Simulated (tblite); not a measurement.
# Cl2H: the cost of one run

Programs: tblite 0.8.0 and PySCF 2.14.0. All values are calculated, for the isolated system unless a continuum is named. Atoms count from 0, parts from 1.

### 1 Starting point

3 atoms, charge -1, multiplicity 1; geometry: rigid parts in contact. Parts: 1 = atoms 0–1, `Cl`, charge 0; 2 = atom 2, `[Cl-]`, charge -1.

### 2 Docking the parts with GFN2-xTB

Job settings and geometry (Å):

```
{"job": {"kind": "dock", "xc": "GFN2-xTB", "basis": "xTB"}, "charge": -1, "multiplicity": 1, "parts": [{"atoms": "0-1", "charge": 0, "multiplicity": 1}, {"atoms": "2-2", "charge": -1, "multiplicity": 1}]}
Cl     0.638324     0.012351    -0.010199
H     -0.638324    -0.012351     0.010199
Cl    -2.627079     0.867958     0.166519
```

Level: GFN2-xTB search for minima from random contacts, gas phase.

Started as:

```bash
OMP_NUM_THREADS=1 python cluster_run.py task.json out
```

The driver reads the jobs from task.json and runs them one after another.

Q: Estimate the wall time of this first job on 1 thread of Arm Neoverse N1, shared host.

About 1.4 s.
